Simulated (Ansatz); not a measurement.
# NH2 radical: geometry and frequencies at several levels

Aim: geometry and frequencies at several levels, for NH2 radical, with the cost of each level. Spin multiplicity 2.

Computed with Ansatz 0.2.0 (the levels named in each step, unless a step's input says otherwise).

## (1) Starting point

Bond lengths: N1–H2 1.012 Å, N1–H3 1.012 Å. Angles: H2–N1–H3 111.4°.

As a file:

```xyz
3

N     0.0004    0.0717   -0.0006
H    -0.8385   -0.4941   -0.0012
H     0.8332   -0.5028    0.0091
```

## (2) A rough first relaxation, PBE-D4/def2-SVP

The input, input.yaml:

```yaml
crystal:
  periodic: [false, false, false]
  atoms:
    - { symbol: "N", position_ang: [0.00038, 0.07174, -0.00057] }
    - { symbol: H, position_ang: [-0.83847, -0.49408, -0.00118] }
    - { symbol: H, position_ang: [0.8332, -0.50283, 0.00909] }
magnetization:
  spin_polarized: true
  initial_magnetization: 1
basis:
  gaussian: { orbitals: def2-SVP }
hamiltonian:
  xc: pbe
  dispersion: d4
relax:
  f_tol: 0.03
  max_steps: 200
```

Run with:

```console
> ansatz run input.yaml --threads 2 --pin off --max-ram 5120MiB --backend cpu --events-out ev --progress --plain --runs-dir out
```

Log, cut to the lines that bear on the results:

```text
Warning: RAYON_NUM_THREADS=2 ignored (pool sized by the plan → 2); use --threads N
[...]
Functional definition: PBE
[...]
288 factors; their error is unknown
[...]
mean field -1517.10514748 eV, -55.7525858389 hartree, gradient 3.4e-5 eV, S^2 0.752354; 0 other end points of the search recorded, 0 dependent functions left out
[...]
reference -1517.10516715 eV, -55.7525865620 hartree; 5, 4 occupied and 19, 20 virtual orbitals, 288 factors
relax step   1: F+E_penalty+E_count = -1517.11129952 eV  Δ(F+E_penalty+E_count) = +0.000e0 eV  max|allowed force component| = 2.377e0 eV/Å  Δτ_max = 0.0000 Å  (23 SCF iters, accepted)
[...]
relax step   3: F+E_penalty+E_count = -1517.21357903 eV  Δ(F+E_penalty+E_count) = -2.375e-2 eV  max|allowed force component| = 2.823e-1 eV/Å  Δτ_max = 0.0490 Å  (25 SCF iters, accepted)
[...]
relax step   4: F+E_penalty+E_count = -1517.21817945 eV  Δ(F+E_penalty+E_count) = -4.600e-3 eV  max|allowed force component| = 1.207e-2 eV/Å  Δτ_max = 0.0154 Å  (25 SCF iters, accepted)
288 factors; their error is unknown
mean field -1517.21182272 eV, -55.7565060818 hartree, gradient 2.1e-5 eV, S^2 0.752512; 1 other end points of the search recorded, 0 dependent functions left out
[...]
reference -1517.21184155 eV, -55.7565067739 hartree; 5, 4 occupied and 19, 20 virtual orbitals, 288 factors
Total energy: -1517.21819829 eV, -55.7567403796 hartree
Atom 0 at     0.000742     0.140259    -0.001114 Å, force    -0.000064    -0.012068     0.000096 eV/Å
Atom 1 at    -0.805057    -0.528515    -0.000702 Å, force    -0.001330     0.006041    -0.000056 eV/Å
Atom 2 at     0.799424    -0.536914     0.009155 Å, force     0.001394     0.006027    -0.000040 eV/Å
Dipole moment:    -0.002050    -0.388002     0.003079 e Å
```

It took 2.4 s on 2 threads of Intel Xeon at 2.50GHz (Skylake/Cascade Lake), shared host; peak memory 0.096 GiB.

Relaxation path:

```csv
step,E - E(step 1) (eV),largest force component (eV/Å)
1,0.0000,2.3775
2,-0.0785,1.1093
3,-0.1023,0.2823
4,-0.1069,0.0121
```

Step 1 is the start.

Before: Bond lengths: N1–H2 1.012 Å, N1–H3 1.012 Å. Angles: H2–N1–H3 111.4°.

After: Bond lengths: N1–H2 1.047 Å, N1–H3 1.047 Å. Angles: H2–N1–H3 100.0°.

## (3) Relaxation, PBE0-D4/def2-TZVPP

The input, input.yaml:

```yaml
crystal:
  periodic: [false, false, false]
  atoms:
    - { symbol: "N", position_ang: [0.00074218, 0.14025906, -0.00111376] }
    - { symbol: H, position_ang: [-0.80505659, -0.5285154, -0.00070173] }
    - { symbol: H, position_ang: [0.79942441, -0.53691365, 0.00915549] }
magnetization:
  spin_polarized: true
  initial_magnetization: 1
basis:
  gaussian: { orbitals: def2-TZVPP }
hamiltonian:
  xc: pbe0
  dispersion: d4
relax:
  f_tol: 0.002
  max_steps: 150
```

Run with:

```console
> ansatz run input.yaml --threads 2 --pin off --max-ram 5120MiB --backend cpu --events-out ev --progress --plain --runs-dir out
```

Log, cut to the lines that bear on the results:

```text
Warning: RAYON_NUM_THREADS=2 ignored (pool sized by the plan → 2); use --threads N
[...]
Functional definition: PBE0
[...]
273 factors; their error is unknown
[...]
mean field -1519.37052725 eV, -55.8358370101 hartree, gradient 1.6e-5 eV, S^2 0.753717; 0 other end points of the search recorded, 0 dependent functions left out
[...]
reference -1519.37054169 eV, -55.8358375408 hartree; 5, 4 occupied and 54, 55 virtual orbitals, 273 factors
relax step   1: F+E_penalty+E_count = -1519.37562150 eV  Δ(F+E_penalty+E_count) = +0.000e0 eV  max|allowed force component| = 1.168e0 eV/Å  Δτ_max = 0.0000 Å  (27 SCF iters, accepted)
[...]
relax step   3: F+E_penalty+E_count = -1519.39541060 eV  Δ(F+E_penalty+E_count) = -2.993e-3 eV  max|allowed force component| = 1.387e-2 eV/Å  Δτ_max = 0.0092 Å  (31 SCF iters, accepted)
[...]
relax step   4: F+E_penalty+E_count = -1519.39542153 eV  Δ(F+E_penalty+E_count) = -1.093e-5 eV  max|allowed force component| = 4.619e-4 eV/Å  Δτ_max = 0.0008 Å  (23 SCF iters, accepted)
273 factors; their error is unknown
mean field -1519.39040253 eV, -55.8365674130 hartree, gradient 5.7e-6 eV, S^2 0.753600; 1 other end points of the search recorded, 0 dependent functions left out
[...]
reference -1519.39041696 eV, -55.8365679434 hartree; 5, 4 occupied and 54, 55 virtual orbitals, 273 factors
Total energy: -1519.39543596 eV, -55.8367523883 hartree
Atom 0 at     0.000624     0.117910    -0.000936 Å, force     0.000001     0.000123    -0.000001 eV/Å
Atom 1 at    -0.804922    -0.517341    -0.000790 Å, force    -0.000462    -0.000059    -0.000002 eV/Å
Atom 2 at     0.799408    -0.525739     0.009066 Å, force     0.000461    -0.000064     0.000003 eV/Å
Dipole moment:    -0.002054    -0.388751     0.003085 e Å
```

It took 4.8 s on 2 threads of Intel Xeon at 2.50GHz (Skylake/Cascade Lake), shared host; peak memory 0.11 GiB.

Step by step:

| step | energy from step 1 (eV) | largest force component (eV/Å) |
| --- | --- | --- |
| 1 | 0.0000 | 1.1676 |
| 2 | -0.0168 | 0.4567 |
| 3 | -0.0198 | 0.0139 |
| 4 | -0.0198 | 0.0005 |

Step 1 is the start.

Before: Bond lengths: N1–H2 1.047 Å, N1–H3 1.047 Å. Angles: H2–N1–H3 100.0°.

After: Bond lengths: N1–H2 1.026 Å, N1–H3 1.026 Å. Angles: H2–N1–H3 102.9°.

## (4) Relaxation, CCSD(T)/cc-pV(T+d)Z

The input, input.yaml:

```yaml
crystal:
  periodic: [false, false, false]
  atoms:
    - { symbol: "N", position_ang: [0.00062399, 0.11791002, -0.0009364] }
    - { symbol: H, position_ang: [-0.80492208, -0.51734123, -0.00078995] }
    - { symbol: H, position_ang: [0.79940809, -0.52573878, 0.00906635] }
magnetization:
  spin_polarized: true
  initial_magnetization: 1
basis:
  gaussian: { orbitals: "cc-pV(T+d)Z.json" }
correlation:
  method: ccsd_t
scf:
  omitted_lower_state_checks: [cluster_reference]
relax:
  f_tol: 0.002
  max_steps: 40
```

Run with:

```console
> ansatz run input.yaml --threads 2 --pin off --max-ram 5120MiB --backend cpu --events-out ev --progress --plain --runs-dir out
```

Log, cut to the lines that bear on the results:

```text
Warning: RAYON_NUM_THREADS=2 ignored (pool sized by the plan → 2); use --threads N
[...]
Functional definition: HF
[...]
392 factors; integrals over basis functions are off by at most 3.4e-4 eV
[...]
mean field -1512.56969494 eV, -55.5859110325 hartree, gradient 4.2e-6 eV, S^2 0.758936; 0 other end points of the search recorded, 0 dependent functions left out
1 core orbitals not correlated: weight in the atoms' cores, before any rotation towards them, 1.000 or more for the frozen orbitals, at most 0.000 for the correlated occupied ones
reference -1512.56969494 eV, -55.5859110325 hartree; 4, 3 occupied and 53, 54 virtual orbitals, 392 factors
second order -5.02447879 eV of doubles, -0.00000000 eV of singles
cycle   1  -5.35081460 eV  change   -3.3e-1 eV  update   3.7e-2
[...]
perturbative correction -0.15339704 eV, -0.0056372371 hartree
[...]
mean field -1512.56717327 eV, -55.5858183628 hartree, gradient 3.1e-6 eV, S^2 0.758958; 1 other end points of the search recorded, 0 dependent functions left out
1 core orbitals not correlated: weight in the atoms' cores, before any rotation towards them, 1.000 or more for the frozen orbitals, at most 0.000 for the correlated occupied ones
reference -1512.56717327 eV, -55.5858183628 hartree; 4, 3 occupied and 53, 54 virtual orbitals, 392 factors
second order -5.02676894 eV of doubles, -0.00000000 eV of singles
[...]
cycle  12  -5.50103072 eV  change    2.4e-7 eV  update   3.4e-7
perturbative correction -0.15372131 eV, -0.0056491541 hartree
[...]
Total energy: -1518.22192530 eV, -55.7936266671 hartree
Atom 0 at     0.000642     0.121300    -0.000963 Å, force     0.000000     0.000025    -0.000000 eV/Å
Atom 1 at    -0.802101    -0.519051    -0.000759 Å, force     0.000004    -0.000013     0.000000 eV/Å
Atom 2 at     0.796570    -0.527419     0.009062 Å, force    -0.000004    -0.000013     0.000000 eV/Å
Dipole moment:    -0.002011    -0.380576     0.003020 e Å
Checks for a lower state left out: cluster_reference
```

Run time: 38 s. Hardware: 2 threads of Intel Xeon at 2.50GHz (Skylake/Cascade Lake), shared host; peak memory 0.26 GiB.

The steps of the relaxation:

```csv
step,energy from step 1 (eV),largest force component (eV/Å)
1,0.0000,0.0975
2,-0.0002,0.0477
3,-0.0003,0.0088
4,-0.0003,0.0027
5,-0.0003,0.0000
```

Step 1 is the start.

Before: Bond lengths: N1–H2 1.026 Å, N1–H3 1.026 Å. Angles: H2–N1–H3 102.9°.

After: Bond lengths: N1–H2 1.027 Å, N1–H3 1.027 Å. Angles: H2–N1–H3 102.2°.

## (5) Frequencies, CCSD(T)/cc-pV(T+d)Z

The input, input.yaml:

```yaml
crystal:
  periodic: [false, false, false]
  atoms:
    - { symbol: "N", position_ang: [0.00064191, 0.12129985, -0.0009633] }
    - { symbol: H, position_ang: [-0.80210148, -0.51905096, -0.00075912] }
    - { symbol: H, position_ang: [0.79656958, -0.52741888, 0.00906242] }
magnetization:
  spin_polarized: true
  initial_magnetization: 1
basis:
  gaussian: { orbitals: "cc-pV(T+d)Z.json" }
correlation:
  method: ccsd_t
scf:
  omitted_lower_state_checks: [cluster_reference]
phonons: {}
```

Run with:

```console
> ansatz run input.yaml --threads 2 --pin off --max-ram 5120MiB --backend cpu --events-out ev --progress --plain --runs-dir out
```

Log, cut to the lines that bear on the results:

```text
Warning: RAYON_NUM_THREADS=2 ignored (pool sized by the plan → 2); use --threads N
[...]
[... 1 set-up line as earlier in the session ...]
[...]
392 factors; integrals over basis functions are off by at most 3.4e-4 eV
[...]
mean field -1512.56717328 eV, -55.5858183630 hartree, gradient 4.1e-6 eV, S^2 0.758958; 0 other end points of the search recorded, 0 dependent functions left out
1 core orbitals not correlated: weight in the atoms' cores, before any rotation towards them, 1.000 or more for the frozen orbitals, at most 0.000 for the correlated occupied ones
reference -1512.56717328 eV, -55.5858183630 hartree; 4, 3 occupied and 53, 54 virtual orbitals, 392 factors
second order -5.02676895 eV of doubles, -0.00000000 eV of singles
cycle   1  -5.35291107 eV  change   -3.3e-1 eV  update   3.7e-2
[...]
perturbative correction -0.15372131 eV, -0.0056491539 hartree
[...]
392 factors; integrals over basis functions are off by at most 3.4e-4 eV
[...]
1 core orbitals not correlated: weight in the atoms' cores, before any rotation towards them, 1.000 or more for the frozen orbitals, at most 0.000 for the correlated occupied ones
reference -1512.56632278 eV, -55.5857871079 hartree; 4, 3 occupied and 53, 54 virtual orbitals, 392 factors
second order -5.02730619 eV of doubles, -0.00000000 eV of singles
[...]
cycle  12  -5.50173749 eV  change    4.4e-7 eV  update   3.4e-7
perturbative correction -0.15382141 eV, -0.0056528324 hartree
[...]
Total energy: -1518.22192521 eV, -55.7936266637 hartree
Atom 0 at     0.000642     0.121300    -0.000963 Å, force     0.000000     0.000025    -0.000000 eV/Å
Atom 1 at    -0.802101    -0.519051    -0.000759 Å, force     0.000004    -0.000013     0.000000 eV/Å
Atom 2 at     0.796570    -0.527419     0.009062 Å, force    -0.000004    -0.000013     0.000000 eV/Å
Dipole moment:    -0.002011    -0.380576     0.003020 e Å
Vibrations: 1557.62 3364.76 3457.52 cm⁻¹, zero-point energy 0.519488 eV
Checks for a lower state left out: cluster_reference
```

Wall time 44 s (2 threads of Intel Xeon at 2.50GHz (Skylake/Cascade Lake), shared host); peak memory 0.26 GiB.

Harmonic frequencies (cm⁻¹; negative: imaginary): 1558, 3365, 3458.

## (6) Relaxation, CCSD(T)/cc-pwCVTZ, all electrons

Changes to input.yaml since step 5:

```diff
@@ -10,7 +10,10 @@
 basis:
-  gaussian: { orbitals: "cc-pV(T+d)Z.json" }
+  gaussian: { orbitals: cc-pwCVTZ.json }
 correlation:
   method: ccsd_t
+  frozen_orbitals: { H: 0, "N": 0 }
 scf:
   omitted_lower_state_checks: [cluster_reference]
-phonons: {}
+relax:
+  f_tol: 0.002
+  max_steps: 40
```

Run with:

```console
> ansatz run input.yaml --threads 2 --pin off --max-ram 5120MiB --backend cpu --events-out ev --progress --plain --runs-dir out
```

Log, cut to the lines that bear on the results:

```text
Warning: RAYON_NUM_THREADS=2 ignored (pool sized by the plan → 2); use --threads N
[...]
[... 1 set-up line as earlier in the session ...]
[...]
444 factors; integrals over basis functions are off by at most 3.5e-4 eV
[...]
mean field -1512.57256468 eV, -55.5860164934 hartree, gradient 7.2e-6 eV, S^2 0.759025; 0 other end points of the search recorded, 0 dependent functions left out
reference -1512.57256468 eV, -55.5860164934 hartree; 5, 4 occupied and 66, 67 virtual orbitals, 444 factors
second order -6.42811323 eV of doubles, -0.00000000 eV of singles
cycle   1  -6.77798975 eV  change   -3.5e-1 eV  update   3.8e-2
[...]
perturbative correction -0.16941572 eV, -0.0062259129 hartree
[...]
relax step   1: F+E_penalty+E_count = -1519.67640238 eV  Δ(F+E_penalty+E_count) = +0.000e0 eV  max|allowed force component| = 9.248e-2 eV/Å  Δτ_max = 0.0000 Å  (37 SCF iters, accepted)
[...]
444 factors; integrals over basis functions are off by at most 3.5e-4 eV
[...]
mean field -1512.57522080 eV, -55.5861141040 hartree, gradient 1.8e-6 eV, S^2 0.758983; 1 other end points of the search recorded, 0 dependent functions left out
reference -1512.57522080 eV, -55.5861141040 hartree; 5, 4 occupied and 66, 67 virtual orbitals, 444 factors
second order -6.42633440 eV of doubles, -0.00000000 eV of singles
[...]
cycle  11  -6.93224063 eV  change    9.2e-7 eV  update   1.0e-6
perturbative correction -0.16906599 eV, -0.0062130606 hartree
[...]
Total energy: -1519.67652742 eV, -55.8470823089 hartree
Atom 0 at     0.000635     0.119947    -0.000953 Å, force    -0.000008    -0.001564     0.000012 eV/Å
Atom 1 at    -0.801455    -0.518378    -0.000761 Å, force    -0.001494     0.000790    -0.000015 eV/Å
Atom 2 at     0.795930    -0.526739     0.009053 Å, force     0.001502     0.000774     0.000003 eV/Å
Dipole moment:    -0.002018    -0.381982     0.003031 e Å
Checks for a lower state left out: cluster_reference
```

It took 54 s on 2 threads of Intel Xeon at 2.50GHz (Skylake/Cascade Lake), shared host; peak memory 0.43 GiB.

The steps of the relaxation:

```csv
step,E - E(step 1) (eV),largest force component (eV/Å)
1,0.0000,0.0925
2,-0.0001,0.0353
3,-0.0001,0.0016
```

Step 1 is the start.

Before: Bond lengths: N1–H2 1.027 Å, N1–H3 1.027 Å. Angles: H2–N1–H3 102.2°.

After: Bond lengths: N1–H2 1.025 Å, N1–H3 1.025 Å. Angles: H2–N1–H3 102.4°.

## (7) Relaxation, CCSD(T)/cc-pwCVQZ, all electrons

The input, input.yaml:

```yaml
crystal:
  periodic: [false, false, false]
  atoms:
    - { symbol: "N", position_ang: [0.00063476, 0.11994739, -0.00095257] }
    - { symbol: H, position_ang: [-0.8014551, -0.51837809, -0.00076054] }
    - { symbol: H, position_ang: [0.79593036, -0.52673929, 0.0090531] }
magnetization:
  spin_polarized: true
  initial_magnetization: 1
basis:
  gaussian: { orbitals: cc-pwCVQZ.json }
correlation:
  method: ccsd_t
  frozen_orbitals: { H: 0, "N": 0 }
scf:
  omitted_lower_state_checks: [cluster_reference]
relax:
  f_tol: 0.002
  max_steps: 40
```

Run with:

```console
> ansatz run input.yaml --threads 2 --pin off --max-ram 5120MiB --backend cpu --events-out ev --progress --plain --runs-dir out
```

Log, cut to the lines that bear on the results:

```text
Warning: RAYON_NUM_THREADS=2 ignored (pool sized by the plan → 2); use --threads N
[...]
[... 1 set-up line as earlier in the session ...]
[...]
970 factors; integrals over basis functions are off by at most 2.1e-4 eV
[...]
mean field -1512.69837217 eV, -55.5906398335 hartree, gradient 1.5e-6 eV, S^2 0.759385; 0 other end points of the search recorded, 0 dependent functions left out
reference -1512.69837217 eV, -55.5906398335 hartree; 5, 4 occupied and 139, 140 virtual orbitals, 970 factors
second order -6.91648638 eV of doubles, -0.00000000 eV of singles
cycle   1  -7.20004467 eV  change   -2.8e-1 eV  update   3.9e-2
[...]
perturbative correction -0.19078527 eV, -0.0070112292 hartree
[...]
relax step   1: F+E_penalty+E_count = -1520.24960608 eV  Δ(F+E_penalty+E_count) = +0.000e0 eV  max|allowed force component| = 9.994e-2 eV/Å  Δτ_max = 0.0000 Å  (35 SCF iters, accepted)
[...]
970 factors; integrals over basis functions are off by at most 2.1e-4 eV
mean field -1512.70108412 eV, -55.5907394957 hartree, gradient 1.4e-6 eV, S^2 0.759358; 1 other end points of the search recorded, 0 dependent functions left out
reference -1512.70108412 eV, -55.5907394957 hartree; 5, 4 occupied and 139, 140 virtual orbitals, 970 factors
second order -6.91456700 eV of doubles, -0.00000000 eV of singles
[...]
cycle  12  -7.35828677 eV  change    3.9e-7 eV  update   3.7e-7
perturbative correction -0.19042652 eV, -0.0069980454 hartree
[...]
Total energy: -1520.24979740 eV, -55.8681495923 hartree
Atom 0 at     0.000620     0.117139    -0.000930 Å, force    -0.000004    -0.000820     0.000007 eV/Å
Atom 1 at    -0.803169    -0.516965    -0.000782 Å, force     0.001249     0.000404     0.000004 eV/Å
Atom 2 at     0.797659    -0.525344     0.009053 Å, force    -0.001245     0.000417    -0.000011 eV/Å
Dipole moment:    -0.002003    -0.379105     0.003009 e Å
Checks for a lower state left out: cluster_reference
```

Wall time 15 min (2 threads of Intel Xeon at 2.50GHz (Skylake/Cascade Lake), shared host); peak memory 3.9 GiB.

The steps of the relaxation:

```
step  energy from step 1 (eV)  largest force component (eV/Å)
   1                   0.0000                          0.0999
   2                  -0.0002                          0.0455
   3                  -0.0002                          0.0023
   4                  -0.0002                          0.0012
```

Step 1 is the start.

Before: Bond lengths: N1–H2 1.025 Å, N1–H3 1.025 Å. Angles: H2–N1–H3 102.4°.

After: Bond lengths: N1–H2 1.024 Å, N1–H3 1.024 Å. Angles: H2–N1–H3 102.9°.

## (8) The levels compared

```
                           level  N1–H2 (Å)  N1–H3 (Å)  rotational constants (MHz)  dipole (D)  highest frequency (cm⁻¹)  CPU time
              PBE0-D4/def2-TZVPP     1.0259     1.0259      701380, 389620, 250480        1.87                         -     6.9 s
             CCSD(T)/cc-pV(T+d)Z     1.0269     1.0269      690360, 392390, 250190        1.83                      3458      64 s
CCSD(T)/cc-pwCVTZ, all electrons     1.0251     1.0251      694720, 393020, 251020        1.83                         -      97 s
CCSD(T)/cc-pwCVQZ, all electrons     1.0238     1.0238      703920, 391330, 251510        1.82                         -    28 min
```

Constants are for the commonest isotopes at the equilibrium geometry; times are CPU times of the relaxations.

## (9) What came out

```
                                 quantity              value
N1–H2 at CCSD(T)/cc-pwCVQZ, all electrons            1.024 Å
N1–H3 at CCSD(T)/cc-pwCVQZ, all electrons            1.024 Å
       frequencies at CCSD(T)/cc-pV(T+d)Z  1558 to 3458 cm⁻¹
```

In words: The N–H distance spreads over 0.003 Å, from CCSD(T)/cc-pwCVQZ, all electrons (shortest) to CCSD(T)/cc-pV(T+d)Z. No mode is imaginary, so the geometry is a minimum.
